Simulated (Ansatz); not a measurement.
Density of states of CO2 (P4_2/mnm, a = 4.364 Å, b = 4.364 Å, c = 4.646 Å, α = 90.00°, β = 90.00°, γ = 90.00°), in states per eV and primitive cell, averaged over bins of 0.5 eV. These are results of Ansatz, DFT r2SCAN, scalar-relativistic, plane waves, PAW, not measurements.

Plane waves to 500 eV, a k mesh through Γ of 6×6×6 on the computed 6-atom cell and Gaussian smearing (0.02 eV); no spin polarisation.

The cell is relaxed at this level. The states (both spins) are summed by tetrahedra on a 9×9×9 mesh at the self-consistent density. Energies are bin centres; the table starts no lower than −8 eV and ends at 6 eV, or lower where the solved bands end.

The gap is 7.29 eV at this level, with the zero inside it.

```
E − E_F (eV) total O 2p C 2p O 2s C 2s
       -7.80   9.67  6.09  2.67  0.66  0.01
       -7.30   6.63  4.13  2.05  0.32  0.01
       -6.80   0.00  0.00  0.00  0.00  0.00
       -6.30   0.00  0.00  0.00  0.00  0.00
       -5.80   0.00  0.00  0.00  0.00  0.00
       -5.30   0.00  0.00  0.00  0.00  0.00
       -4.80   0.34  0.34  0.00  0.00  0.00
       -4.30   7.95  7.87  0.01  0.00  0.00
       -3.80   7.71  7.65  0.00  0.00  0.00
       -3.30   0.00  0.00  0.00  0.00  0.00
       -2.80   0.00  0.00  0.00  0.00  0.00
       -2.30   0.00  0.00  0.00  0.00  0.00
       -1.80   0.00  0.00  0.00  0.00  0.00
       -1.30   0.00  0.00  0.00  0.00  0.00
       -0.80   0.00  0.00  0.00  0.00  0.00
       -0.30   0.00  0.00  0.00  0.00  0.00
        0.20   0.00  0.00  0.00  0.00  0.00
        0.70   0.00  0.00  0.00  0.00  0.00
        1.20   0.00  0.00  0.00  0.00  0.00
        1.70   0.00  0.00  0.00  0.00  0.00
        2.20   0.00  0.00  0.00  0.00  0.00
        2.70   0.00  0.00  0.00  0.00  0.00
        3.20   0.00  0.00  0.00  0.00  0.00
        3.70   0.06  0.01  0.00  0.00  0.03
        4.20   0.28  0.03  0.01  0.02  0.12
        4.70   0.68  0.14  0.14  0.04  0.18
        5.20   9.08  3.34  4.59  0.10  0.42
        5.70   6.99  2.71  3.61  0.05  0.18
```

The columns after the total are the Löwdin projections on the occupied valence shells of the potentials. The rest of the total lies in shells that are empty in the free atom, which aren't projected, and between the atoms.

The cell holds molecules, and where no dispersion correction was added their binding is poorly described.

This rutile-type form isn't the usual stable structure of the compound.

Cost: 1 run of about 1.5 core-minutes, on AMD EPYC 7R13 Processor (Zen 3) (shared hosts).